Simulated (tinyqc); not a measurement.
Worked calculation (part 1 of 2): G0W0 on RHF in the sto-3g basis, for H2O, spin multiplicity 1. Computed by tinyqc, a small Python program that keeps every step (integrals from PySCF). Settings: charge = 0, multiplicity = 1, basis = sto-3g, method = RHF, energy threshold = 1e-10, iteration cap = 74, orthogonalisation = symmetric, start = Wolfsberg-Helmholz matrix, DIIS depth = 6. Command: `OMP_NUM_THREADS=1 python tinyqc.py 29968 29969 out.jsonl` (the two numbers bound the seeds that draw the settings). One thread of a shared host (Intel(R) Xeon(R) Processor @ 2.60GHz), about 0.06 s of CPU time with the checks. The early iterations of the SCF are left out here.

## One-electron integrals

Geometry (angstrom):
```
atom         x          y         z
O     0.000000   0.000000  0.000000
H     0.000000   0.666000  0.651000
H     0.000000  -0.666000  0.651000
```

Basis sto-3g: exponents (1/bohr^2) and contraction coefficients of normalised primitives:
```
element  l (shell)    exponent  coefficient
O            s (1)  130.709320     0.154329
O            s (1)   23.808861     0.535328
O            s (1)    6.443608     0.444635
O            s (2)    5.033151    -0.099967
O            s (2)    1.169596     0.399513
O            s (2)    0.380389     0.700115
O            p (3)    5.033151     0.155916
O            p (3)    1.169596     0.607684
O            p (3)    0.380389     0.391957
H            s (1)    3.425251     0.154329
H            s (1)    0.623914     0.535328
H            s (1)    0.168855     0.444635
```

Overlap, kinetic and nuclear-attraction integrals over the contracted functions; the nuclear repulsion is the sum of Za Zb / Rab.

nuclear repulsion = 9.48850028 hartree

overlap S, order 1O 1s, 1O 2s, 1O 2px, 1O 2py, 1O 2pz, 2H 1s, 3H 1s:
$$\begin{pmatrix}
1.000000 & 0.236704 & 0.000000 & 0.000000 & 0.000000 & 0.057389 & 0.057389 \\
0.236704 & 1.000000 & 0.000000 & 0.000000 & 0.000000 & 0.491939 & 0.491939 \\
0.000000 & 0.000000 & 1.000000 & 0.000000 & 0.000000 & 0.000000 & 0.000000 \\
0.000000 & 0.000000 & 0.000000 & 1.000000 & 0.000000 & 0.287684 & -0.287684 \\
0.000000 & 0.000000 & 0.000000 & 0.000000 & 1.000000 & 0.281205 & 0.281205 \\
0.057389 & 0.491939 & 0.000000 & 0.287684 & 0.281205 & 1.000000 & 0.324692 \\
0.057389 & 0.491939 & 0.000000 & -0.287684 & 0.281205 & 0.324692 & 1.000000
\end{pmatrix}$$

kinetic energy T (hartree), order 1O 1s, 1O 2s, 1O 2px, 1O 2py, 1O 2pz, 2H 1s, 3H 1s:
$$\begin{pmatrix}
29.003200 & -0.168011 & 0.000000 & 0.000000 & 0.000000 & -0.000546 & -0.000546 \\
-0.168011 & 0.808128 & 0.000000 & 0.000000 & 0.000000 & 0.141425 & 0.141425 \\
0.000000 & 0.000000 & 2.528731 & 0.000000 & 0.000000 & 0.000000 & 0.000000 \\
0.000000 & 0.000000 & 0.000000 & 2.528731 & 0.000000 & 0.217814 & -0.217814 \\
0.000000 & 0.000000 & 0.000000 & 0.000000 & 2.528731 & 0.212909 & 0.212909 \\
-0.000546 & 0.141425 & 0.000000 & 0.217814 & 0.212909 & 0.760032 & 0.028773 \\
-0.000546 & 0.141425 & 0.000000 & -0.217814 & 0.212909 & 0.028773 & 0.760032
\end{pmatrix}$$

nuclear attraction V (hartree), order 1O 1s, 1O 2s, 1O 2px, 1O 2py, 1O 2pz, 2H 1s, 3H 1s:
$$\begin{pmatrix}
-61.754857 & -7.452070 & 0.000000 & 0.000000 & -0.022925 & -1.861464 & -1.861464 \\
-7.452070 & -10.170633 & 0.000000 & 0.000000 & -0.266909 & -4.067367 & -4.067367 \\
0.000000 & 0.000000 & -10.008968 & 0.000000 & 0.000000 & 0.000000 & 0.000000 \\
0.000000 & 0.000000 & 0.000000 & -10.144748 & 0.000000 & -2.111027 & 2.111027 \\
-0.022925 & -0.266909 & 0.000000 & 0.000000 & -10.138701 & -2.166350 & -2.166350 \\
-1.861464 & -4.067367 & 0.000000 & -2.111027 & -2.166350 & -5.983324 & -2.086533 \\
-1.861464 & -4.067367 & 0.000000 & 2.111027 & -2.166350 & -2.086533 & -5.983324
\end{pmatrix}$$

core Hamiltonian H = T + V (hartree), order 1O 1s, 1O 2s, 1O 2px, 1O 2py, 1O 2pz, 2H 1s, 3H 1s:
$$\begin{pmatrix}
-32.751657 & -7.620081 & 0.000000 & 0.000000 & -0.022925 & -1.862010 & -1.862010 \\
-7.620081 & -9.362505 & 0.000000 & 0.000000 & -0.266909 & -3.925942 & -3.925942 \\
0.000000 & 0.000000 & -7.480236 & 0.000000 & 0.000000 & 0.000000 & 0.000000 \\
0.000000 & 0.000000 & 0.000000 & -7.616017 & 0.000000 & -1.893213 & 1.893213 \\
-0.022925 & -0.266909 & 0.000000 & 0.000000 & -7.609970 & -1.953441 & -1.953441 \\
-1.862010 & -3.925942 & 0.000000 & -1.893213 & -1.953441 & -5.223292 & -2.057760 \\
-1.862010 & -3.925942 & 0.000000 & 1.893213 & -1.953441 & -2.057760 & -5.223292
\end{pmatrix}$$

## Two-electron integrals

Functions are numbered as in S; the eight-fold symmetry (ij|kl) = (ji|kl) = (kl|ij) leaves the list below.

Two-electron integrals (ij|kl) in chemists' order, unique and non-zero (hartree):
```
(11|11) 4.785065    (21|11) 0.741380    (21|21) 0.136873    (22|11) 1.118947
(22|21) 0.256633    (22|22) 0.817206    (31|31) 0.024477    (32|31) 0.037809
(32|32) 0.180518    (33|11) 1.115814    (33|21) 0.256684    (33|22) 0.817023
(33|33) 0.880159    (41|41) 0.024477    (42|41) 0.037809    (42|42) 0.180518
(43|43) 0.047444    (44|11) 1.115814    (44|21) 0.256684    (44|22) 0.817023
(44|33) 0.785270    (44|44) 0.880159    (51|51) 0.024477    (52|51) 0.037809
(52|52) 0.180518    (53|53) 0.047444    (54|54) 0.047444    (55|11) 1.115814
(55|21) 0.256684    (55|22) 0.817023    (55|33) 0.785270    (55|44) 0.785270
(55|55) 0.880159    (61|11) 0.182801    (61|21) 0.033440    (61|22) 0.062216
(61|33) 0.062100    (61|41) 0.001095    (61|42) 0.002042    (61|44) 0.062282
(61|51) 0.001071    (61|52) 0.001996    (61|54) 0.000179    (61|55) 0.062274
(61|61) 0.008275    (62|11) 0.421949    (62|21) 0.097887    (62|22) 0.342460
(62|33) 0.336843    (62|41) 0.005218    (62|42) 0.039001    (62|44) 0.345299
(62|51) 0.005101    (62|52) 0.038123    (62|54) 0.008265    (62|55) 0.344922
(62|61) 0.024334    (62|62) 0.174136    (63|31) 0.010515    (63|32) 0.060209
(63|43) 0.008210    (63|53) 0.008025    (63|63) 0.025538    (64|11) 0.210210
(64|21) 0.049423    (64|22) 0.184706    (64|33) 0.176229    (64|41) 0.012840
(64|42) 0.080287    (64|44) 0.197154    (64|51) 0.002273    (64|52) 0.019626
(64|54) 0.012429    (64|55) 0.180534    (64|61) 0.012858    (64|62) 0.114086
(64|64) 0.099473    (65|11) 0.205475    (65|21) 0.048310    (65|22) 0.180546
(65|33) 0.172260    (65|41) 0.002273    (65|42) 0.019626    (65|44) 0.176664
(65|51) 0.012736    (65|52) 0.079393    (65|54) 0.012515    (65|55) 0.192518
(65|61) 0.012568    (65|62) 0.111517    (65|64) 0.072270    (65|65) 0.096180
(66|11) 0.544484    (66|21) 0.128365    (66|22) 0.512672    (66|33) 0.491765
(66|41) 0.009283    (66|42) 0.093915    (66|44) 0.523525    (66|51) 0.009074
(66|52) 0.091799    (66|54) 0.031044    (66|55) 0.522110    (66|61) 0.032236
(66|62) 0.320534    (66|64) 0.240016    (66|65) 0.234610    (66|66) 0.774606
(71|11) 0.182801    (71|21) 0.033440    (71|22) 0.062216    (71|33) 0.062100
(71|41) -0.001095   (71|42) -0.002042   (71|44) 0.062282    (71|51) 0.001071
(71|52) 0.001996    (71|54) -0.000179   (71|55) 0.062274    (71|61) 0.008170
(71|62) 0.023709    (71|64) 0.011381    (71|65) 0.012250    (71|66) 0.031071
(71|71) 0.008275    (72|11) 0.421949    (72|21) 0.097887    (72|22) 0.342460
(72|33) 0.336843    (72|41) -0.005218   (72|42) -0.039001   (72|44) 0.345299
(72|51) 0.005101    (72|52) 0.038123    (72|54) -0.008265   (72|55) 0.344922
(72|61) 0.023709    (72|62) 0.147509    (72|64) 0.065677    (72|65) 0.092231
(72|66) 0.230549    (72|71) 0.024334    (72|72) 0.174136    (73|31) 0.010515
(73|32) 0.060209    (73|43) -0.008210   (73|53) 0.008025    (73|63) 0.021127
(73|73) 0.025538    (74|11) -0.210210   (74|21) -0.049423   (74|22) -0.184706
(74|33) -0.176229   (74|41) 0.012840    (74|42) 0.080287    (74|44) -0.197154
(74|51) -0.002273   (74|52) -0.019626   (74|54) 0.012429    (74|55) -0.180534
(74|61) -0.011381   (74|62) -0.065677   (74|64) -0.008389   (74|65) -0.040033
(74|66) -0.088046   (74|71) -0.012858   (74|72) -0.114086   (74|74) 0.099473
(75|11) 0.205475    (75|21) 0.048310    (75|22) 0.180546    (75|33) 0.172260
(75|41) -0.002273   (75|42) -0.019626   (75|44) 0.176664    (75|51) 0.012736
(75|52) 0.079393    (75|54) -0.012515   (75|55) 0.192518    (75|61) 0.012250
(75|62) 0.092231    (75|64) 0.040033    (75|65) 0.077931    (75|66) 0.159198
(75|71) 0.012568    (75|72) 0.111517    (75|74) -0.072270   (75|75) 0.096180
(76|11) 0.203839    (76|21) 0.047768    (76|22) 0.182215    (76|33) 0.177512
(76|44) 0.180357    (76|51) 0.003863    (76|52) 0.034594    (76|55) 0.188581
(76|61) 0.011803    (76|62) 0.094417    (76|64) 0.052850    (76|65) 0.067991
(76|66) 0.182823    (76|71) 0.011803    (76|72) 0.094417    (76|74) -0.052850
(76|75) 0.067991    (76|76) 0.062196    (77|11) 0.544484    (77|21) 0.128365
(77|22) 0.512672    (77|33) 0.491765    (77|41) -0.009283   (77|42) -0.093915
(77|44) 0.523525    (77|51) 0.009074    (77|52) 0.091799    (77|54) -0.031044
(77|55) 0.522110    (77|61) 0.031071    (77|62) 0.230549    (77|64) 0.088046
(77|65) 0.159198    (77|66) 0.383611    (77|71) 0.032236    (77|72) 0.320534
(77|74) -0.240016   (77|75) 0.234610    (77|76) 0.182823    (77|77) 0.774606
```

## Orthogonalisation

S = U s U^T; symmetric (Loewdin) form X = U s^(-1/2) U^T, so that X^T S X = 1.

eigenvalues of S: [0.326324, 0.399612, 0.876427, 1.000000, 1.104631, 1.275696, 2.017310]

X, order 1O 1s, 1O 2s, 1O 2px, 1O 2py, 1O 2pz, 2H 1s, 3H 1s:
$$\begin{pmatrix}
1.024240 & -0.144165 & 0.000000 & 0.000000 & -0.011981 & 0.021834 & 0.021834 \\
-0.144165 & 1.262910 & 0.000000 & 0.000000 & 0.135032 & -0.305040 & -0.305040 \\
0.000000 & 0.000000 & 1.000000 & 0.000000 & 0.000000 & 0.000000 & 0.000000 \\
0.000000 & 0.000000 & 0.000000 & 1.104566 & 0.000000 & -0.228724 & 0.228724 \\
-0.011981 & 0.135032 & 0.000000 & 0.000000 & 1.075666 & -0.171487 & -0.171487 \\
0.021834 & -0.305040 & 0.000000 & -0.228724 & -0.171487 & 1.237077 & -0.125637 \\
0.021834 & -0.305040 & 0.000000 & 0.228724 & -0.171487 & -0.125637 & 1.237077
\end{pmatrix}$$

## Starting guess

The start is the generalised Wolfsberg-Helmholz matrix (K = 1.75) built on H; D = 2 C_occ C_occ^T.

D at the start, order 1O 1s, 1O 2s, 1O 2px, 1O 2py, 1O 2pz, 2H 1s, 3H 1s:
$$\begin{pmatrix}
2.060882 & -0.235258 & 0.000000 & 0.000000 & 0.132690 & -0.142536 & -0.142536 \\
-0.235258 & 1.095123 & 0.000000 & 0.000000 & -0.483618 & 0.336433 & 0.336433 \\
0.000000 & 0.000000 & 2.000000 & 0.000000 & 0.000000 & 0.000000 & 0.000000 \\
0.000000 & 0.000000 & 0.000000 & 1.403773 & 0.000000 & 0.390578 & -0.390578 \\
0.132690 & -0.483618 & 0.000000 & 0.000000 & 1.775662 & 0.125760 & 0.125760 \\
-0.142536 & 0.336433 & 0.000000 & 0.390578 & 0.125760 & 0.263029 & 0.045684 \\
-0.142536 & 0.336433 & 0.000000 & -0.390578 & 0.125760 & 0.045684 & 0.263029
\end{pmatrix}$$

## Iteration 7 (converged): orbitals

converged F (hartree), order 1O 1s, 1O 2s, 1O 2px, 1O 2py, 1O 2pz, 2H 1s, 3H 1s:
$$\begin{pmatrix}
-20.244195 & -5.165442 & 0.000000 & 0.000000 & -0.031131 & -1.271282 & -1.271282 \\
-5.165442 & -2.464577 & 0.000000 & 0.000000 & -0.155800 & -1.078764 & -1.078764 \\
0.000000 & 0.000000 & -0.401245 & 0.000000 & 0.000000 & 0.000000 & 0.000000 \\
0.000000 & 0.000000 & 0.000000 & -0.325343 & 0.000000 & -0.369532 & 0.369532 \\
-0.031131 & -0.155800 & 0.000000 & 0.000000 & -0.383321 & -0.429025 & -0.429025 \\
-1.271282 & -1.078764 & 0.000000 & -0.369532 & -0.429025 & -0.631129 & -0.494203 \\
-1.271282 & -1.078764 & 0.000000 & 0.369532 & -0.429025 & -0.494203 & -0.631129
\end{pmatrix}$$

Diagonalise F' = X^T F X, C = X C', fill 5 alpha and 5 beta electrons from the bottom; D = 2 C_occ C_occ^T. Each column has its largest component positive (the first on a tie).

F' = X^T F X (hartree):
$$\begin{pmatrix}
-19.863889 & -2.692021 & 0.000000 & 0.000000 & -0.057826 & -0.210299 & -0.210299 \\
-2.692021 & -1.229639 & 0.000000 & 0.000000 & 0.125822 & -0.530321 & -0.530321 \\
0.000000 & 0.000000 & -0.401245 & 0.000000 & 0.000000 & 0.000000 & 0.000000 \\
0.000000 & 0.000000 & 0.000000 & -0.037831 & 0.000000 & -0.470013 & 0.470013 \\
-0.057826 & 0.125822 & 0.000000 & 0.000000 & -0.179271 & -0.374630 & -0.374630 \\
-0.210299 & -0.530321 & 0.000000 & -0.470013 & -0.374630 & 0.026943 & -0.145456 \\
-0.210299 & -0.530321 & 0.000000 & 0.470013 & -0.374630 & -0.145456 & 0.026943
\end{pmatrix}$$

orbital energies (hartree): MO1 -20.253067, MO2 -1.298341, MO3 -0.605674, MO4 -0.486805, MO5 -0.401245, MO6 0.646900, MO7 0.740243

coefficients C, order 1O 1s, 1O 2s, 1O 2px, 1O 2py, 1O 2pz, 2H 1s, 3H 1s:
$$\begin{pmatrix}
0.994103 & -0.230284 & 0.000000 & 0.113378 & 0.000000 & -0.129698 & 0.000000 \\
0.026909 & 0.818751 & 0.000000 & -0.586727 & 0.000000 & 0.897069 & 0.000000 \\
0.000000 & 0.000000 & 0.000000 & 0.000000 & 1.000000 & 0.000000 & 0.000000 \\
0.000000 & 0.000000 & 0.629730 & 0.000000 & 0.000000 & 0.000000 & 0.963398 \\
0.005009 & 0.153788 & 0.000000 & 0.740115 & 0.000000 & 0.814128 & 0.000000 \\
-0.006113 & 0.158992 & 0.451980 & 0.281502 & 0.000000 & -0.797511 & -0.881206 \\
-0.006113 & 0.158992 & -0.451980 & 0.281502 & 0.000000 & -0.797511 & 0.881206
\end{pmatrix}$$

D after iteration 7, order 1O 1s, 1O 2s, 1O 2px, 1O 2py, 1O 2pz, 2H 1s, 3H 1s:
$$\begin{pmatrix}
2.108253 & -0.456634 & 0.000000 & 0.000000 & 0.106954 & -0.021548 & -0.021548 \\
-0.456634 & 2.030653 & 0.000000 & 0.000000 & -0.616394 & -0.070308 & -0.070308 \\
0.000000 & 0.000000 & 2.000000 & 0.000000 & 0.000000 & 0.000000 & 0.000000 \\
0.000000 & 0.000000 & 0.000000 & 0.793120 & 0.000000 & 0.569250 & -0.569250 \\
0.106954 & -0.616394 & 0.000000 & 0.000000 & 1.142893 & 0.465529 & 0.465529 \\
-0.021548 & -0.070308 & 0.000000 & 0.569250 & 0.465529 & 0.617690 & -0.199453 \\
-0.021548 & -0.070308 & 0.000000 & -0.569250 & 0.465529 & -0.199453 & 0.617690
\end{pmatrix}$$

## Convergence

Stop when the energy changes by less than 1e-10 hartree and every element of the error matrix X^T (F D S - S D F) X is below 3e-06.

Course of the cycle:
```
iteration   E (hartree)     change  largest element of the error matrix
1          -74.63892778          -                             4.00e-01
2          -74.93482873  -2.96e-01                             1.09e-01
3          -74.95146591  -1.66e-02                             2.53e-02
4          -74.95229354  -8.28e-04                             3.45e-03
5          -74.95233422  -4.07e-05                             3.70e-04
6          -74.95233440  -1.83e-07                             2.23e-06
7          -74.95233440  -9.45e-12                             4.33e-08
```

PySCF RHF in the same basis = -74.95233440 hartree

Converged in 7 iterations.

## Populations, bond orders and dipole

Mulliken: Z minus the diagonal of D S on the atom; Loewdin: the same with S^(1/2) D S^(1/2); Mayer order: 2 sum_s sum (D(s) S)_ij (D(s) S)_ji over the two atoms.

Charges (e):
```
atom   Mulliken    Loewdin
1O    -0.376443  -0.260153
2H     0.188221   0.130076
3H     0.188221   0.130076
```

Mayer bond orders:
```
pair     order
2-1   0.960007
3-1   0.960007
3-2   0.004566
```

dipole moment about the origin, x y z (debye): [0.000000, 0.000000, 1.847841]

## Integrals over molecular orbitals

(pq|rs) = sum C_ip C_jq C_kr C_ls (ij|kl), one index at a time.

one-electron integrals over orbitals h = C^T H C (hartree):
$$\begin{pmatrix}
-32.733945 & 0.551544 & 0.000000 & -0.261892 & 0.000000 & 0.296409 & 0.000000 \\
0.551544 & -7.715852 & 0.000000 & 0.431874 & 0.000000 & -1.414301 & 0.000000 \\
0.000000 & 0.000000 & -6.468976 & 0.000000 & 0.000000 & 0.000000 & -1.646488 \\
-0.261892 & 0.431874 & 0.000000 & -6.996693 & 0.000000 & -1.084787 & 0.000000 \\
0.000000 & 0.000000 & 0.000000 & 0.000000 & -7.480236 & 0.000000 & 0.000000 \\
0.296409 & -1.414301 & 0.000000 & -1.084787 & 0.000000 & -5.465143 & 0.000000 \\
0.000000 & 0.000000 & -1.646488 & 0.000000 & 0.000000 & 0.000000 & -5.555934
\end{pmatrix}$$

Two-electron integrals over orbitals (pq|rs), unique and non-zero (hartree):
```
(11|11) 4.744300    (21|11) -0.412042   (21|21) 0.057147    (22|11) 1.000987
(22|21) -0.011848   (22|22) 0.736375    (31|31) 0.011765    (32|31) 0.018531
(32|32) 0.145156    (33|11) 0.820806    (33|21) -0.004416   (33|22) 0.658635
(33|33) 0.646993    (41|11) 0.202035    (41|21) -0.024317   (41|22) 0.017904
(41|33) 0.007136    (41|41) 0.028838    (42|11) -0.134196   (42|21) 0.010018
(42|22) 0.011156    (42|33) 0.005461    (42|41) 0.016659    (42|42) 0.119498
(43|31) -0.004558   (43|32) 0.014398    (43|43) 0.048236    (44|11) 0.993062
(44|21) -0.014216   (44|22) 0.667282    (44|33) 0.605837    (44|41) -0.010922
(44|42) -0.103024   (44|44) 0.779930    (51|51) 0.026052    (52|51) 0.032122
(52|52) 0.142129    (53|53) 0.029963    (54|51) -0.014849   (54|52) -0.051042
(54|54) 0.059065    (55|11) 1.115335    (55|21) -0.011538   (55|22) 0.745630
(55|33) 0.640438    (55|41) 0.005655    (55|42) -0.071749   (55|44) 0.726618
(55|55) 0.880159    (61|11) -0.233728   (61|21) 0.035620    (61|22) 0.001669
(61|33) 0.000772    (61|41) -0.001159   (61|42) 0.020923    (61|44) -0.020967
(61|55) -0.006016   (61|61) 0.032845    (62|11) 0.314262    (62|21) -0.005964
(62|22) 0.147549    (62|33) 0.084988    (62|41) 0.019160    (62|42) 0.016292
(62|44) 0.083773    (62|55) 0.160501    (62|61) 0.008465    (62|62) 0.105724
(63|31) 0.003991    (63|32) -0.029385   (63|43) -0.024671   (63|63) 0.060842
(64|11) 0.221951    (64|21) -0.002648   (64|22) 0.088565    (64|33) 0.045433
(64|41) 0.000181    (64|42) -0.043622   (64|44) 0.126514    (64|55) 0.117057
(64|61) -0.002231   (64|62) 0.057192    (64|64) 0.073553    (65|51) 0.015391
(65|52) 0.057683    (65|54) -0.002725   (65|65) 0.038900    (66|11) 0.834105
(66|21) -0.006918   (66|22) 0.633031    (66|33) 0.582575    (66|41) 0.021729
(66|42) 0.055650    (66|44) 0.559510    (66|55) 0.602733    (66|61) 0.009583
(66|62) 0.105227    (66|64) 0.043559    (66|66) 0.612439    (71|31) 0.015365
(71|32) 0.022506    (71|43) -0.006127   (71|63) 0.004638    (71|71) 0.020123
(72|31) 0.013452    (72|32) 0.033908    (72|43) -0.038572   (72|63) 0.036938
(72|71) 0.016677    (72|72) 0.059814    (73|11) 0.355032    (73|21) -0.007719
(73|22) 0.123906    (73|33) 0.089831    (73|41) -0.001052   (73|42) -0.083625
(73|44) 0.153755    (73|55) 0.183969    (73|61) -0.007673   (73|62) 0.076242
(73|64) 0.082500    (73|66) 0.037060    (73|73) 0.155425    (74|31) -0.010686
(74|32) -0.081803   (74|43) 0.004089    (74|63) 0.040069    (74|71) -0.013669
(74|72) -0.013794   (74|74) 0.073445    (75|53) 0.023308    (75|75) 0.023006
(76|31) 0.008968    (76|32) 0.094324    (76|43) 0.044301    (76|63) -0.053333
(76|71) 0.011020    (76|72) -0.015824   (76|74) -0.058759   (76|76) 0.108570
(77|11) 0.850465    (77|21) -0.008619   (77|22) 0.624642    (77|33) 0.617006
(77|41) 0.004821    (77|42) -0.006423   (77|44) 0.603432    (77|55) 0.618449
(77|61) -0.004232   (77|62) 0.067252    (77|64) 0.036020    (77|66) 0.575457
(77|73) 0.077548    (77|77) 0.618824
```
